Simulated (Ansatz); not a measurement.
The same path of C$_{2}$H$_{2}$OS (6 atoms, charge 0, multiplicity 1) was run twice with different band settings. The coordinate that changes most is the angle C1–C2–S4.

These are results of RKS revPBE-D4/def2-SVP in Ansatz, not measurements.

Relaxed end points:

```xyz
6
Properties=species:S:1:pos:R:3
C 0.474 0.605 0.477
C -0.225 -0.297 -0.216
O -0.722 -1.538 -0.089
S -1.049 -0.715 -1.703
H 0.807 0.368 1.498
H 0.715 1.578 0.032
```

```xyz
6
Properties=species:S:1:pos:R:3
C 0.476 0.541 0.548
C -0.226 -0.247 -0.271
O -0.755 -0.243 -1.506
S -1.022 -1.784 -0.533
H 0.750 0.190 1.550
H 0.778 1.543 0.213
```

Common settings: movable images 5; climbing image yes; optimiser quadratic models (default); start path IDPP; force threshold 0.03 eV/Å; iteration limit 60; end points relaxed.

| run | spring |
| --- | --- |
| 1 | 5.0 eV/Å² |
| 2 | 0.1 eV/Å² |

What does each run give, and how far can it be trusted?

Run 1: converged after 50 iterations, highest image 1.528 eV above the first end. The profile has 2 maxima (images 2, 4) with wells between them (image 3): this band takes more than one step, which may be the mechanism or a detour left from its start path. Neighbouring images differ by up to 1.4 eV, so the band resolves the path poorly. A vibrational analysis at the climbing image gives one clearly imaginary mode, 262i cm⁻¹: a first-order saddle point.
Run 2: converged after 57 iterations, highest image 1.460 eV above the first end. The profile has 2 maxima (images 2, 4) with wells between them (image 3): this band takes more than one step, which may be the mechanism or a detour left from its start path. The order of the stationary point at the top wasn't checked.
